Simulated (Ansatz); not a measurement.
# CH2ClF (chlorofluoromethane): B3LYP/6-31G(d) (Cartesian functions)

What is the vertical electron affinity of CH2ClF (chlorofluoromethane) at B3LYP/6-31G* (Cartesian functions)? 

The results are computed with Ansatz 0.2.0.

68 further runs of the same task are left out: 68 set aside as unsound or not needed.

### 1 The molecule

CH2ClF has 5 atoms, charge 0, and is taken as a singlet. As SMILES, `FCCl`. Geometry: relaxed at PBE0-D4/def2-TZVP.

Bond lengths: F1–C2 1.355 Å, C2–Cl3 1.766 Å, C2–H4 1.089 Å, C2–H5 1.089 Å. Angles: F1–C2–Cl3 110.5°, F1–C2–H4 109.3°, F1–C2–H5 109.3°, Cl3–C2–H4 107.8°, Cl3–C2–H5 107.8°, H4–C2–H5 112.3°.

### 2 A single-point energy at B3LYP/6-31G(d) (Cartesian functions)

in.yaml reads:

```yaml
crystal:
  periodic: [false, false, false]
  atoms:
    - {symbol: F, position_ang: [-0.970450, 0.560520, 0.766500]}
    - {symbol: C, position_ang: [0.083560, 0.089320, 0.058070]}
    - {symbol: Cl, position_ang: [-0.422970, -1.232890, -0.998060]}
    - {symbol: H, position_ang: [0.832130, -0.302600, 0.745580]}
    - {symbol: H, position_ang: [0.477720, 0.885670, -0.572080]}
basis:
  gaussian:
    orbitals: "6-31G*"
hamiltonian:
  xc: {name: B3LYP}
accuracy: high
output:
  orbitals: {seedname: orbitals}
```

Launch:

```console
$ ansatz run in.yaml --threads 1 --pin off --max-ram 3480MiB --events-out events.jsonl --progress --plain --runs-dir runs
```

Output:

```text
Warning: RAYON_NUM_THREADS=1 ignored (pool sized by the plan → 1); use --threads N
Functional definition: B3LYP
  name "B3LYP"
  parameter a0 = 0.2
  parameter ax = 0.72
  parameter ac = 0.81
  exchange = (1 - a0 - ax)*slater_x + ax*b88_x + a0*exact_x
  correlation = (1 - ac)*vwn_rpa_c + ac*lyp_c
1107 factors; integrals over basis functions are off by at most 3.6e-9 eV
mean field evaluation 1: about -16307.7749 eV, gradient 2.1e1 eV
mean field evaluation 2: about -16307.6830 eV, gradient 2.4e1 eV
mean field evaluation 4: about -16308.5772 eV, gradient 8.3e-1 eV
mean field evaluation 8: about -16308.6387 eV, gradient 1.0e-1 eV
mean field evaluation 16: about -16308.6387 eV, gradient 5.4e-6 eV
mean field -16308.63870758 eV, -599.3314181111 hartree, gradient 2.8e-8 eV, S^2 0.000000; 0 other end points of the search recorded, 0 dependent functions left out
reference -16308.63873469 eV, -599.3314191075 hartree; 17, 17 occupied and 36, 36 virtual orbitals, 1107 factors
Total energy: -16308.63873469 eV, -599.3314191075 hartree
```

Wall time 2.5 s (1 thread of Arm Neoverse V2, shared host); peak memory 0.13 GiB.

### 3 The doublet anion at the same level

input.yaml reads:

```yaml
basis:
  gaussian: {orbitals: "6-31G*"}
crystal:
  periodic: [false, false, false]
  atoms:
    - {symbol: F, position_ang: [-0.970450, 0.560520, 0.766500]}
    - {symbol: C, position_ang: [0.083560, 0.089320, 0.058070]}
    - {symbol: Cl, position_ang: [-0.422970, -1.232890, -0.998060]}
    - {symbol: H, position_ang: [0.832130, -0.302600, 0.745580]}
    - {symbol: H, position_ang: [0.477720, 0.885670, -0.572080]}
total_charge: -1
magnetization: {spin_polarized: true, initial_magnetization: 1}
hamiltonian: {xc: {name: B3LYP}}
accuracy: high
output: {orbitals: {seedname: orbitals}}
```

Launch:

```console
$ ansatz run input.yaml --threads 1 --pin off --max-ram 3480MiB --events-out events.jsonl --progress --plain --runs-dir runs
```

Output:

```text
Warning: RAYON_NUM_THREADS=1 ignored (pool sized by the plan → 1); use --threads N
Functional definition: B3LYP
  name "B3LYP"
  parameter a0 = 0.2
  parameter ax = 0.72
  parameter ac = 0.81
  exchange = (1 - a0 - ax)*slater_x + ax*b88_x + a0*exact_x
  correlation = (1 - ac)*vwn_rpa_c + ac*lyp_c
1107 factors; integrals over basis functions are off by at most 3.7e-9 eV
mean field evaluation 1: about -16303.6600 eV, gradient 2.0e1 eV
mean field evaluation 2: about -16303.2354 eV, gradient 2.6e1 eV
mean field evaluation 4: about -16305.1539 eV, gradient 7.5e-1 eV
mean field evaluation 8: about -16305.2472 eV, gradient 1.2e-1 eV
mean field evaluation 16: about -16305.2474 eV, gradient 4.5e-4 eV
mean field -16305.24742687 eV, -599.2067908437 hartree, gradient 5.2e-8 eV, S^2 0.751596; 0 other end points of the search recorded, 0 dependent functions left out
reference -16305.24745334 eV, -599.2067918165 hartree; 18, 17 occupied and 35, 36 virtual orbitals, 1107 factors
Total energy: -16305.24745334 eV, -599.2067918165 hartree
```

Wall time 5.1 s (1 thread of Arm Neoverse V2, shared host); peak memory 0.19 GiB.

### 4 Results

At B3LYP/6-31G* (Cartesian functions):

| quantity | value |
| --- | --- |
| singlet CH2ClF: total energy | -599.33142 Eh |
| singlet CH2ClF: HOMO energy | -8.42 eV |
| singlet CH2ClF: LUMO energy | 0.74 eV |
| singlet CH2ClF: HOMO–LUMO gap | 9.16 eV |
| doublet anion: total energy | -599.20679 Eh |
| doublet anion: HOMO energy (highest over α and β) | 6.01 eV |
| doublet anion: LUMO energy (lowest over α and β) | 8.54 eV |
| doublet anion: ⟨S²⟩ | 0.752 |
| vertical electron affinity (to the doublet anion) | -3.391 eV |

What this shows: The anion lies 3.39 eV (78 kcal/mol) above the neutral: the electron isn't bound at this level, and such a value depends on the basis. Without diffuse functions anions come out too high. The HOMO (doublet anion) lies at positive energy, 6.01 eV; only total energies tell whether the electron is bound.
